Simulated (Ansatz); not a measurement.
Basis-set extrapolation for BH3S2, SMILES `SBS` (PBE0-D4/def2-TZVP geometry, frozen core, Ansatz). Multiplicity 1, RHF reference.

```csv
,def2-TZVPP,def2-QZVPP
HF,-821.581204,-821.604621
MP2 correlation,-0.458747,-0.496516
CCSD(T) correlation,-0.526412,not run
```

Energies in hartree. Use E(X) = E(∞) + A·exp(−7.88·√X) for Hartree–Fock and E(X) = E(∞) + B·X^(−2.97) for correlation, with X = 3 and 4, and add CCSD(T) minus MP2 of the smaller set to the MP2 limit.

Problem. What is the CCSD(T) energy at the basis-set limit?

Solution. HF limit: -821.604621 + (-0.023417) × 0.13774 = -821.60785. MP2 limit: -0.496516 + (-0.037769) × 0.74074 = -0.52449. Higher-order term: -0.526412 − (-0.458747) = -0.06766. Total: -822.20000 hartree, 242.6 kJ/mol below CCSD(T)/def2-TZVPP.
